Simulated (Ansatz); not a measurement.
Reaction (SMILES): OC=O + 3 [H][H] (H2) → C (CH4) + 2 O (H2O)
B3LYP-D3(BJ)/def2-TZVP geometries, fixed; electronic energies without zero-point terms.
Largest species:
```xyz
5

O     -1.0316    -0.4355    -0.0191
C      0.0042     0.4206     0.0039
O      1.1586     0.1057     0.0179
H     -0.6697    -1.3375    -0.0221
H     -0.3712     1.4518     0.0079
```

Effect of a fitting basis named in the input at HF/cc-pVTZ with Ansatz (a quantum-chemistry and plane-wave program), against the last row, where the energy of full hydrogenation is -54.50 kcal/mol. Species with rotatable bonds are taken in one conformer. The default fits or decomposes integrals by the program's own choice; accuracy: high also tightens integrals, grids and stops.

```
setting                        largest shift of a total energy (mEh)  shift of the energy of full hydrogenation (kcal/mol)
-----------------------------  -------------------------------------  ----------------------------------------------------
fitting: def2-SV(P)-JKFIT                                      0.089                                                -0.043
fitting: def2-universal-JKFIT                                  0.089                                                -0.043
fitting: cc-pVTZ-JKFIT                                         0.105                                                -0.060
fitting: cc-pVQZ-JKFIT                                         0.011                                                -0.006
fitting: cc-pV5Z-JKFIT                                         0.003                                                 0.001
accuracy: high                                                -0.002                                                 0.000
accuracy: medium (default)                                     0.000                                                 0.000
```

Within 0.05 kcal/mol in the energy of full hydrogenation: fitting: def2-SV(P)-JKFIT; fitting: def2-universal-JKFIT; fitting: cc-pVQZ-JKFIT; fitting: cc-pV5Z-JKFIT; accuracy: high. The largest shift is 0.105 mEh in a total energy and 0.060 kcal/mol in the difference.
